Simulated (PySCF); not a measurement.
**Choosing a basis for TDDFT**

Species: 1-fluorobutane, C4H9F.
InChI=1S/C4H9F/c1-2-3-4-5/h2-4H2,1H3

TDDFT with PBE0 (PySCF), vertical singlets, core orbitals frozen in the response, spherical d and f functions. Geometry: PBE0-D3(BJ)/def2-SVP, one conformer, isolated molecule.

Task: Compare 6-31G*, 6-31+G*, def2-SVP, def2-SVPD, aug-cc-pVDZ, def2-TZVP and def2-TZVPD for this molecule.

Result: 

| basis | functions | diffuse | S1 (eV) | S2 (eV) | S3 (eV) | S4 (eV) | S5 (eV) | LUMO (eV) | α (au) |
| --- | --- | --- | --- | --- | --- | --- | --- | --- | --- |
| 6-31G* | 88 | no | 10.29 | 10.43 | 10.62 | 10.74 | 10.92 | 2.91 | 44.2 |
| 6-31+G* | 108 | yes | 8.52 | 8.70 | 8.78 | 8.84 | 9.01 | 0.63 | 48.6 |
| def2-SVP | 115 | no | 9.55 | 9.69 | 9.79 | 10.09 | 10.28 | 1.89 | 45.5 |
| def2-SVPD | 175 | yes | 8.72 | 8.82 | 8.98 | 9.16 | 9.35 | 0.80 | 52.6 |
| aug-cc-pVDZ | 196 | yes | 8.02 | 8.14 | 8.28 | 8.40 | 8.54 | -0.02 | 53.7 |
| def2-TZVP | 209 | no | 9.04 | 9.15 | 9.32 | 9.55 | 9.75 | 1.26 | 51.1 |
| def2-TZVPD | 269 | yes | 8.35 | 8.48 | 8.61 | 8.75 | 8.94 | 0.43 | 53.7 |

States are compared by their number. Against the largest diffuse basis here (def2-TZVPD, itself not a converged limit), sets without diffuse functions differ by up to 1.94 eV in S1 and 1.98 eV in S5; the smaller diffuse sets differ by up to 0.37 and 0.41 eV. State by state, the largest deviation of a set without diffuse functions is S1 1.94, S2 1.95, S3 2.01, S4 1.99, S5 1.98 eV. The same number needn't mean the same state in each row. Against def2-TZVPD the polarisability deviates by -18% in 6-31G*, -9% in 6-31+G*, -15% in def2-SVP, -2% in def2-SVPD, 0% in aug-cc-pVDZ, -5% in def2-TZVP. A single + in a Pople set puts diffuse functions on heavy atoms only.
